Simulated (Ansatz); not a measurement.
## Ligand exchange: C4H9F + NaOH → C4H10O + NaF

Species: C4H9F `CC(C)CF`, singlet; NaOH `[OH][Na]`, singlet; C4H10O `CC(C)CO`, singlet; NaF, singlet. The partners trade F for OH: C–F and Na–OH bonds give way to C–OH and Na–F.

Shapes, held fixed at every level: PBE0-D4/def2-TZVP. Flexible molecules stand in one conformer, not always the lowest. Programs: Ansatz 0.2.0. Electronic energies: no zero-point or thermal term.

| level | kind | ΔE (kJ/mol) | less CCSD(T)/def2-TZVPP | CPU time (sum over the molecules) |
| --- | --- | --- | --- | --- |
| HF/def2-TZVPP | Hartree–Fock | -64.9 | +3.4 | – |
| PBE-D4/def2-TZVPP | GGA | -73.1 | -4.8 | 20 s |
| r2SCAN-D4/def2-TZVPP | meta-GGA | -68.1 | +0.2 | 30 s |
| B3LYP-D4/def2-TZVPP | global hybrid | -69.6 | -1.3 | 33 s |
| wB97M-V/def2-TZVPP | range-separated hybrid | -68.7 | -0.4 | 69 s |
| MP2/def2-TZVPP | perturbation theory | -70.2 | -1.9 | – |
| CCSD(T)/def2-TZVPP | coupled cluster or CI | -68.3 | 0.0 | 19 min |

The highest level, CCSD(T)/def2-TZVPP, gives ΔE = -68.3 kJ/mol; the levels span -73.1 to -64.9. The column of differences is taken from that level and isn't an error. No measured value is set beside it here. Correlated rows may include outer-core shells of Na, which these sets cover unevenly. Times are processor times on shared x86 and Arm servers, and rough.
